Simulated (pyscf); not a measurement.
Optimised with ωB97X-D3(BJ)/def2-SVP in PySCF.

Estimate by transition-state theory the rate constant of H₂N–InH–F + H₂ → H₂N–InH₂ + HF (singlet surface; F–In, H–H broken, H–In, F–H formed) at 1200 K, with ωB97M-D3(BJ)/def2-TZVP energies (ideal gas, 1 atm, RRHO with modes under 100 cm⁻¹ raised to 100, one conformer, R ln 2 for chiral ones without a mode under 150 cm⁻¹; no tunnelling).

The electronic barrier is 20.2 kcal/mol and the thermal terms add +38.9, so ΔG‡ = 59.1 kcal/mol. With k_BT/h = 2.50e+13 s⁻¹ and RT = 2.385 kcal/mol, and a volume of 1.64e-19 cm³ per molecule at 1 atm, k = 7.0e-17 cm³ molecule⁻¹ s⁻¹. Wigner's tunnelling factor for 1008i cm⁻¹ would be 1.06. A shift of 1 kcal/mol in the barrier changes k by a factor 1.5. On the product side the descent ends in a complex, 5.3 kcal/mol under the separated species and 11.5 kcal/mol under the saddle at ωB97X-D3(BJ)/def2-TZVP. At the saddle there is also a short H–In contact that neither side keeps. One saddle was located; it need not be the lowest between these sides. Elements past Kr carry the def2 core potentials, without spin-orbit coupling.
